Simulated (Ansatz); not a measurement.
A made-up structure of SiHCl₂, doublet:

Cl1  (-1.522, 0.130, 0.592)
Si2  (0.203, -0.447, 0.216)
Cl3  (0.015, -0.242, -1.620)
H4  (1.305, 0.559, 0.813)
(Å)

It is relaxed with PBE-D4/def2-SVP and then PBE0-D4/def2-TZVP (Ansatz 0.2.0). Atoms count as bonded within 1.22 times the sum of their covalent radii (H–H: 0.88 Å). The end point is not checked to be a true minimum.

(1) Does its bonding change? (A judgement: the text doesn't fix the answer.)

## Answers

(1) Computed: No: no bond forms or breaks.

Where it ends: The first stage lowers the energy by 1.77 eV in 4 steps. It ends as SiHCl₂ ([Cl][SiH][Cl]):
```csv
atom,x (Å),y (Å),z (Å)
Cl1,-1.6466,0.1774,0.8895
Si2,0.1878,-0.4140,0.2001
Cl3,0.2509,-0.2818,-1.8416
H4,1.2079,0.5184,0.7521
```

Labels in which every atom is bracketed show which atoms are joined, not bond orders.

For scale, one of the runs: PBE0-D4/def2-TZVP relaxation, 117 basis functions, launched by `ansatz run in.yaml --threads 2 --pin off --events-out ev --progress --plain --max-ram 4352MiB`. The run took about 14 s on 2 CPU threads of an Arm Neoverse V2 (shared host).
